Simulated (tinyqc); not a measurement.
Inside a calculation. Method: CIS on RHF in the sto-6g basis, frozen core, for OH-, spin multiplicity 1. The basis has no diffuse functions, so it cannot describe the extra electron: this is an exercise in the method, not the real anion. Computed by tinyqc, a small Python program that keeps every step (integrals from PySCF). Settings: charge = -1, multiplicity = 1, basis = sto-6g, method = RHF, frozen orbitals = 1, energy threshold = 1e-10, iteration cap = 51, orthogonalisation = symmetric, start = atomic densities, DIIS depth = 6. Command: `OMP_NUM_THREADS=1 python tinyqc.py 30405 30406 out.jsonl` (the two numbers bound the seeds that draw the settings). One thread of a shared host (Intel(R) Xeon(R) Processor @ 2.60GHz), about 0.1 s of CPU time with the checks. Later iterations appear only in the table of the cycle.

## One-electron integrals

Geometry (angstrom):
```
atom,x,y,z
O,0.00000,0.00000,0.00000
H,0.00000,0.00000,1.00400
```

Basis sto-6g: exponents (1/bohr^2) and contraction coefficients of normalised primitives:
```
element,l (shell),exponent,coefficient
O,s (1),1355.58423,0.00916
O,s (1),248.54489,0.04936
O,s (1),69.53390,0.16854
O,s (1),23.88677,0.37056
O,s (1),9.27593,0.41649
O,s (1),3.82034,0.13033
O,s (2),52.18776,-0.01325
O,s (2),10.32932,-0.04699
O,s (2),3.21034,-0.03379
O,s (2),1.23514,0.25024
O,s (2),0.53642,0.59512
O,s (2),0.24588,0.24071
O,p (3),52.18776,0.00376
O,p (3),10.32932,0.03768
O,p (3),3.21034,0.17390
O,p (3),1.23514,0.41804
O,p (3),0.53642,0.42586
O,p (3),0.24588,0.10171
H,s (1),35.52322,0.00916
H,s (1),6.51314,0.04936
H,s (1),1.82214,0.16854
H,s (1),0.62596,0.37056
H,s (1),0.24308,0.41649
H,s (1),0.10011,0.13033
```

Overlap, kinetic and nuclear-attraction integrals over the contracted functions; the nuclear repulsion is the sum of Za Zb / Rab.

nuclear repulsion = 4.2165515 hartree

overlap S:
```
,1O 1s,1O 2s,1O 2px,1O 2py,1O 2pz,2H 1s
1O 1s,1.00000,0.23114,0.00000,0.00000,0.00000,0.04979
1O 2s,0.23114,1.00000,0.00000,0.00000,0.00000,0.44667
1O 2px,0.00000,0.00000,1.00000,0.00000,0.00000,0.00000
1O 2py,0.00000,0.00000,0.00000,1.00000,0.00000,0.00000
1O 2pz,0.00000,0.00000,0.00000,0.00000,1.00000,0.37604
2H 1s,0.04979,0.44667,0.00000,0.00000,0.37604,1.00000
```

kinetic energy T (hartree):
```
,1O 1s,1O 2s,1O 2px,1O 2py,1O 2pz,2H 1s
1O 1s,29.32720,-0.89602,0.00000,0.00000,0.00000,-0.00395
1O 2s,-0.89602,0.84262,0.00000,0.00000,0.00000,0.10647
1O 2px,0.00000,0.00000,2.53131,0.00000,0.00000,0.00000
1O 2py,0.00000,0.00000,0.00000,2.53131,0.00000,0.00000
1O 2pz,0.00000,0.00000,0.00000,0.00000,2.53131,0.24747
2H 1s,-0.00395,0.10647,0.00000,0.00000,0.24747,0.76852
```

nuclear attraction V (hartree):
```
,1O 1s,1O 2s,1O 2px,1O 2py,1O 2pz,2H 1s
1O 1s,-61.78538,-6.27311,0.00000,0.00000,-0.01493,-1.55136
1O 2s,-6.27311,-9.52209,0.00000,0.00000,-0.16870,-3.35674
1O 2px,0.00000,0.00000,-9.48414,0.00000,0.00000,0.00000
1O 2py,0.00000,0.00000,0.00000,-9.48414,0.00000,0.00000
1O 2pz,-0.01493,-0.16870,0.00000,0.00000,-9.59678,-2.56482
2H 1s,-1.55136,-3.35674,0.00000,0.00000,-2.56482,-5.32824
```

core Hamiltonian H = T + V (hartree):
```
,1O 1s,1O 2s,1O 2px,1O 2py,1O 2pz,2H 1s
1O 1s,-32.45819,-7.16913,0.00000,0.00000,-0.01493,-1.55530
1O 2s,-7.16913,-8.67947,0.00000,0.00000,-0.16870,-3.25027
1O 2px,0.00000,0.00000,-6.95283,0.00000,0.00000,0.00000
1O 2py,0.00000,0.00000,0.00000,-6.95283,0.00000,0.00000
1O 2pz,-0.01493,-0.16870,0.00000,0.00000,-7.06547,-2.31735
2H 1s,-1.55530,-3.25027,0.00000,0.00000,-2.31735,-4.55972
```

## Two-electron integrals

Functions are numbered as in S; the eight-fold symmetry (ij|kl) = (ji|kl) = (kl|ij) leaves the list below.

Two-electron integrals (ij|kl) in chemists' order, unique and non-zero (hartree):
```
i,j,k,l,(ij|kl)
1,1,1,1,4.78749
2,1,1,1,0.67588
2,1,2,1,0.12150
2,2,1,1,1.11738
2,2,2,1,0.24921
2,2,2,2,0.81738
3,1,3,1,0.02576
3,2,3,1,0.03914
3,2,3,2,0.18066
3,3,1,1,1.11738
3,3,2,1,0.24921
3,3,2,2,0.81738
3,3,3,3,0.88066
4,1,4,1,0.02576
4,2,4,1,0.03914
4,2,4,2,0.18066
4,3,4,3,0.04746
4,4,1,1,1.11738
4,4,2,1,0.24921
4,4,2,2,0.81738
4,4,3,3,0.78574
4,4,4,4,0.88066
5,1,5,1,0.02576
5,2,5,1,0.03914
5,2,5,2,0.18066
5,3,5,3,0.04746
5,4,5,4,0.04746
5,5,1,1,1.11738
5,5,2,1,0.24921
5,5,2,2,0.81738
5,5,3,3,0.78574
5,5,4,4,0.78574
5,5,5,5,0.88066
6,1,1,1,0.15530
6,1,2,1,0.02675
6,1,2,2,0.05366
6,1,3,3,0.05355
6,1,4,4,0.05355
6,1,5,1,0.00131
6,1,5,2,0.00255
6,1,5,5,0.05389
6,1,6,1,0.00601
6,2,1,1,0.37225
6,2,2,1,0.08416
6,2,2,2,0.30497
6,2,3,3,0.29994
6,2,4,4,0.29994
6,2,5,1,0.00673
6,2,5,2,0.04934
6,2,5,5,0.31502
6,2,6,1,0.01862
6,2,6,2,0.14069
6,3,3,1,0.00942
6,3,3,2,0.05279
6,3,5,3,0.01021
6,3,6,3,0.02006
6,4,4,1,0.00942
6,4,4,2,0.05279
6,4,5,4,0.01021
6,4,6,4,0.02006
6,5,1,1,0.26624
6,5,2,1,0.06106
6,5,2,2,0.23599
6,5,3,3,0.22532
6,5,4,4,0.22532
6,5,5,1,0.01371
6,5,5,2,0.08898
6,5,5,5,0.25735
6,5,6,1,0.01414
6,5,6,2,0.13239
6,5,6,5,0.14335
6,6,1,1,0.51048
6,6,2,1,0.11756
6,6,2,2,0.48662
6,6,3,3,0.46710
6,6,4,4,0.46710
6,6,5,1,0.01237
6,6,5,2,0.12340
6,6,5,5,0.52566
6,6,6,1,0.02630
6,6,6,2,0.28236
6,6,6,5,0.30350
6,6,6,6,0.77500
```

## Orthogonalisation

S = U s U^T; symmetric (Loewdin) form X = U s^(-1/2) U^T, so that X^T S X = 1.

eigenvalues of S: 0.40118  0.84305  1.00000  1.00000  1.12806  1.62772

X:
```
,1O 1s,1O 2s,1O 2px,1O 2py,1O 2pz,2H 1s
1O 1s,1.02185,-0.12892,0.00000,0.00000,-0.00766,0.02108
1O 2s,-0.12892,1.12597,0.00000,0.00000,0.08680,-0.29432
1O 2px,0.00000,0.00000,1.00000,0.00000,0.00000,0.00000
1O 2py,0.00000,0.00000,0.00000,1.00000,0.00000,0.00000
1O 2pz,-0.00766,0.08680,0.00000,0.00000,1.07168,-0.24381
2H 1s,0.02108,-0.29432,0.00000,0.00000,-0.24381,1.17377
```

## Starting guess

The start is atomic minimal-basis densities projected into this basis (PySCF's MINAO start) and scaled to the electron count of each spin; this density is not idempotent, so its energy is not variational and may lie below the converged one.

D at the start:
```
,1O 1s,1O 2s,1O 2px,1O 2py,1O 2pz,2H 1s
1O 1s,2.38114,-0.54153,0.00000,0.00000,0.01457,-0.01789
1O 2s,-0.54153,2.35139,0.00000,0.00000,-0.08419,0.06176
1O 2px,0.00000,0.00000,1.45548,0.00000,0.00000,0.00000
1O 2py,0.00000,0.00000,0.00000,1.45548,0.00000,0.00000
1O 2pz,0.01457,-0.08419,0.00000,0.00000,1.33784,0.13610
2H 1s,-0.01789,0.06176,0.00000,0.00000,0.13610,1.11325
```

## Iteration 1: building the Fock matrix

J_ij = sum D_kl (ij|kl), K_ij = sum D_kl (ik|jl); F = H + J - 0.5 K; E = tr D H + tr D J / 2 - 0.25 tr D K + E_nn.

Coulomb J (hartree):
```
,1O 1s,1O 2s,1O 2px,1O 2py,1O 2pz,2H 1s
1O 1s,18.72379,3.27956,0.00000,0.00000,0.01245,0.72977
1O 2s,3.27956,8.42733,0.00000,0.00000,0.13832,3.16585
1O 2px,0.00000,0.00000,8.40579,0.00000,0.00000,0.00000
1O 2py,0.00000,0.00000,0.00000,8.40579,0.00000,0.00000
1O 2pz,0.01245,0.13832,0.00000,0.00000,8.47040,2.50108
2H 1s,0.72977,3.16585,0.00000,0.00000,2.50108,5.25429
```

exchange K (hartree):
```
,1O 1s,1O 2s,1O 2px,1O 2py,1O 2pz,2H 1s
1O 1s,11.06762,1.71416,0.00000,0.00000,0.01646,0.42761
1O 2s,1.71416,2.91371,0.00000,0.00000,0.13895,1.34124
1O 2px,0.00000,0.00000,1.88942,0.00000,0.00000,0.00000
1O 2py,0.00000,0.00000,0.00000,1.88942,0.00000,0.00000
1O 2pz,0.01646,0.13895,0.00000,0.00000,2.00024,0.89934
2H 1s,0.42761,1.34124,0.00000,0.00000,0.89934,1.53256
```

Fock matrix F (hartree):
```
,1O 1s,1O 2s,1O 2px,1O 2py,1O 2pz,2H 1s
1O 1s,-19.26820,-4.74666,0.00000,0.00000,-0.01071,-1.03933
1O 2s,-4.74666,-1.70899,0.00000,0.00000,-0.09986,-0.75504
1O 2px,0.00000,0.00000,0.50826,0.00000,0.00000,0.00000
1O 2py,0.00000,0.00000,0.00000,0.50826,0.00000,0.00000
1O 2pz,-0.01071,-0.09986,0.00000,0.00000,0.40480,-0.26594
2H 1s,-1.03933,-0.75504,0.00000,0.00000,-0.26594,-0.07171
```

total energy of this density = -80.0719429 hartree

This density is the starting one; it is not idempotent, so its energy is not variational and may lie below the converged one.

## Iteration 1: diagonalisation and new density

Diagonalise F' = X^T F X, C = X C', fill 5 alpha and 5 beta electrons from the bottom; D = 2 C_occ C_occ^T. Each column has its largest component positive (the first on a tie).

F' = X^T F X (hartree):
```
,1,2,3,4,5,6
1,-18.93790,-2.48490,0.00000,0.00000,-0.02903,-0.16543
2,-2.48490,-0.69617,0.00000,0.00000,0.10181,-0.57397
3,0.00000,0.00000,0.50826,0.00000,0.00000,0.00000
4,0.00000,0.00000,0.00000,0.50826,0.00000,0.00000
5,-0.02903,0.10181,0.00000,0.00000,0.60161,-0.49127
6,-0.16543,-0.57397,0.00000,0.00000,-0.49127,0.43579
```

orbital energies (hartree): MO1 -19.27328, MO2 -0.65601, MO3 0.18109, MO4 0.50826, MO5 0.50826, MO6 1.15154

coefficients C:
```
,MO1,MO2,MO3,MO4,MO5,MO6
1O 1s,0.99582,-0.22509,0.10501,0.00000,0.00000,0.08923
1O 2s,0.01841,0.84885,-0.55442,0.00000,0.00000,-0.59188
1O 2px,0.00000,0.00000,0.00000,0.75330,-0.65768,0.00000
1O 2py,0.00000,0.00000,0.00000,0.65768,0.75330,0.00000
1O 2pz,0.00211,0.08283,0.62049,0.00000,0.00000,-0.90756
2H 1s,-0.00416,0.28613,0.57793,0.00000,0.00000,1.05278
```

D after iteration 1:
```
,1O 1s,1O 2s,1O 2px,1O 2py,1O 2pz,2H 1s
1O 1s,2.10669,-0.46190,0.00000,0.00000,0.09723,-0.01572
1O 2s,-0.46190,2.05654,0.00000,0.00000,-0.54732,-0.15523
1O 2px,0.00000,0.00000,2.00000,0.00000,0.00000,0.00000
1O 2py,0.00000,0.00000,0.00000,2.00000,0.00000,0.00000
1O 2pz,0.09723,-0.54732,0.00000,0.00000,0.78374,0.76458
2H 1s,-0.01572,-0.15523,0.00000,0.00000,0.76458,0.83178
```

Within a degenerate level the vectors are fixed only up to a rotation; this is one choice.

## Iteration 7 (converged): orbitals

converged F (hartree):
```
,1O 1s,1O 2s,1O 2px,1O 2py,1O 2pz,2H 1s
1O 1s,-19.65213,-4.77939,0.00000,0.00000,-0.02247,-1.03765
1O 2s,-4.77939,-1.67703,0.00000,0.00000,-0.04785,-0.67073
1O 2px,0.00000,0.00000,0.23746,0.00000,0.00000,0.00000
1O 2py,0.00000,0.00000,0.00000,0.23746,0.00000,0.00000
1O 2pz,-0.02247,-0.04785,0.00000,0.00000,0.43567,-0.30583
2H 1s,-1.03765,-0.67073,0.00000,0.00000,-0.30583,-0.09824
```

As before.

F' = X^T F X (hartree):
```
,1,2,3,4,5,6
1,-19.32973,-2.47458,0.00000,0.00000,-0.04813,-0.16916
2,-2.47458,-0.69788,0.00000,0.00000,0.15915,-0.48148
3,0.00000,0.00000,0.23746,0.00000,0.00000,0.00000
4,0.00000,0.00000,0.00000,0.23746,0.00000,0.00000
5,-0.04813,0.15915,0.00000,0.00000,0.66290,-0.54836
6,-0.16916,-0.48148,0.00000,0.00000,-0.54836,0.37633
```

orbital energies (hartree): MO1 -19.65549, MO2 -0.59641, MO3 0.06647, MO4 0.23746, MO5 0.23746, MO6 1.19705

coefficients C:
```
,MO1,MO2,MO3,MO4,MO5,MO6
1O 1s,0.99666,-0.22643,0.10116,0.00000,0.00000,0.08043
1O 2s,0.01496,0.87297,-0.56613,0.00000,0.00000,-0.54386
1O 2px,0.00000,0.00000,0.00000,0.99187,-0.12722,0.00000
1O 2py,0.00000,0.00000,0.00000,0.12722,0.99187,0.00000
1O 2pz,0.00261,0.05605,0.54187,0.00000,0.00000,-0.95852
2H 1s,-0.00414,0.25957,0.67973,0.00000,0.00000,0.99741
```

D after iteration 7:
```
,1O 1s,1O 2s,1O 2px,1O 2py,1O 2pz,2H 1s
1O 1s,2.10967,-0.48005,0.00000,0.00000,0.08945,0.01172
1O 2s,-0.48005,2.16561,0.00000,0.00000,-0.51559,-0.31657
1O 2px,0.00000,0.00000,2.00000,0.00000,0.00000,0.00000
1O 2py,0.00000,0.00000,0.00000,2.00000,0.00000,0.00000
1O 2pz,0.08945,-0.51559,0.00000,0.00000,0.59354,0.76572
2H 1s,0.01172,-0.31657,0.00000,0.00000,0.76572,1.05884
```

Within a degenerate level the vectors are fixed only up to a rotation; this is one choice.

## Convergence

Stop when the energy changes by less than 1e-10 hartree and every element of the error matrix X^T (F D S - S D F) X is below 3e-06.

Course of the cycle:
```
iteration,E (hartree),change,largest element of the error matrix
1,-80.0719429,-,1.22e+00
2,-74.7685275,5.30e+00,1.55e-01
3,-74.7829478,-1.44e-02,1.67e-02
4,-74.7832732,-3.25e-04,2.55e-03
5,-74.7832782,-5.03e-06,4.08e-05
6,-74.7832782,-1.26e-09,2.69e-07
7,-74.7832782,-2.84e-14,3.44e-10
```

PySCF RHF in the same basis = -74.7832782 hartree

Converged in 7 iterations.

## Populations, bond orders and dipole

Mulliken: Z minus the diagonal of D S on the atom; Loewdin: the same with S^(1/2) D S^(1/2); Mayer order: 2 sum_s sum (D(s) S)_ij (D(s) S)_ji over the two atoms.

Charges (e):
```
atom,Mulliken,Loewdin
1O,-0.79403,-0.80147
2H,-0.20597,-0.19853
```

Mayer bond orders:
```
pair,order
2-1,0.95758
```

dipole moment about the origin, x y z (debye): 0.00000  0.00000  -0.36166

## Integrals over molecular orbitals

(pq|rs) = sum C_ip C_jq C_kr C_ls (ij|kl), one index at a time.

one-electron integrals over orbitals h = C^T H C (hartree):
```
,1,2,3,4,5,6
1,-32.44447,0.59516,-0.26363,0.00000,0.00000,-0.21717
2,0.59516,-7.14751,0.72238,0.00000,0.00000,1.06238
3,-0.26363,0.72238,-5.79170,0.00000,0.00000,1.37409
4,0.00000,0.00000,0.00000,-6.95283,0.00000,0.00000
5,0.00000,0.00000,0.00000,0.00000,-6.95283,0.00000
6,-0.21717,1.06238,1.37409,0.00000,0.00000,-5.64362
```

Two-electron integrals over orbitals (pq|rs), unique and non-zero (hartree); the lowest 1 orbital is frozen and left out:
```
p,q,r,s,(pq|rs)
2,2,2,2,0.72655
3,2,2,2,-0.02951
3,2,3,2,0.14859
3,3,2,2,0.63797
3,3,3,2,-0.02368
3,3,3,3,0.65945
4,2,4,2,0.14814
4,3,4,2,-0.05223
4,3,4,3,0.04508
4,4,2,2,0.75180
4,4,3,2,-0.10198
4,4,3,3,0.63389
4,4,4,4,0.88066
5,2,5,2,0.14814
5,3,5,2,-0.05223
5,3,5,3,0.04508
5,4,5,4,0.04746
5,5,2,2,0.75180
5,5,3,2,-0.10198
5,5,3,3,0.63389
5,5,4,4,0.78574
5,5,5,5,0.88066
6,2,2,2,-0.11017
6,2,3,2,-0.02240
6,2,3,3,-0.01003
6,2,4,4,-0.11714
6,2,5,5,-0.11714
6,2,6,2,0.10908
6,3,2,2,-0.10281
6,3,3,2,0.12007
6,3,3,3,-0.05423
6,3,4,4,-0.15267
6,3,5,5,-0.15267
6,3,6,2,0.04097
6,3,6,3,0.16288
6,4,4,2,-0.04142
6,4,4,3,-0.00814
6,4,6,4,0.03846
6,5,5,2,-0.04142
6,5,5,3,-0.00814
6,5,6,5,0.03846
6,6,2,2,0.68349
6,6,3,2,0.03131
6,6,3,3,0.64614
6,6,4,4,0.66615
6,6,5,5,0.66615
6,6,6,2,-0.08849
6,6,6,3,-0.03960
6,6,6,6,0.72434
```

## CIS matrix, singlets

A(ia,jb) = (e_a - e_i) d_ij d_ab + 2 (ia|jb) - (ij|ab).

CIS matrix A, singlet (hartree):
```
,2>6,3>6,4>6,5>6
2>6,1.32812,0.05063,0.00000,0.00000
3>6,0.05063,0.81019,0.00000,0.00000
4>6,0.00000,0.00000,0.37036,0.00000
5>6,0.00000,0.00000,0.00000,0.37036
```

## CIS singlet states

dipole integrals <i|r|a> (bohr):
```
,x,y,z
2>6,0.00000,0.00000,0.09543
3>6,0.00000,0.00000,1.03843
4>6,-0.05911,-0.00758,0.00000
5>6,0.00758,-0.05911,0.00000
```

Diagonalise A (1 hartree = 27.211386 eV); each vector has its largest component positive (the first on a tie). The transition dipole is mu = sqrt2 sum c_ia <i|r|a>.

singlet excitation energies (eV): 10.07799  10.07799  21.91313  36.27343

lowest vectors:
```
,state 1,state 2,state 3,state 4
2>6,0.00000,0.00000,-0.09638,0.99534
3>6,0.00000,0.00000,0.99534,0.09638
4>6,0.28641,0.95811,0.00000,0.00000
5>6,0.95811,-0.28641,0.00000,0.00000
```

oscillator strengths 2/3 w |mu|^2: 0.00175  0.00175  1.12676  0.06764

Within a degenerate level the vectors are fixed only up to a rotation; this is one choice.

## CIS matrix, triplets

A(ia,jb) = (e_a - e_i) d_ij d_ab - (ij|ab).

CIS matrix A, triplet (hartree):
```
,2>6,3>6,4>6,5>6
2>6,1.10997,-0.03131,0.00000,0.00000
3>6,-0.03131,0.48444,0.00000,0.00000
4>6,0.00000,0.00000,0.29344,0.00000
5>6,0.00000,0.00000,0.00000,0.29344
```

## CIS triplet states

Diagonalise A (1 hartree = 27.211386 eV); each vector has its largest component positive (the first on a tie).

triplet excitation energies (eV): 7.98484  7.98484  13.13977  30.24623

lowest vectors:
```
,state 1,state 2,state 3,state 4
2>6,0.00000,0.00000,0.04986,0.99876
3>6,0.00000,0.00000,0.99876,-0.04986
4>6,0.03404,0.99942,0.00000,0.00000
5>6,0.99942,-0.03404,0.00000,0.00000
```

Within a degenerate level the vectors are fixed only up to a rotation; this is one choice.
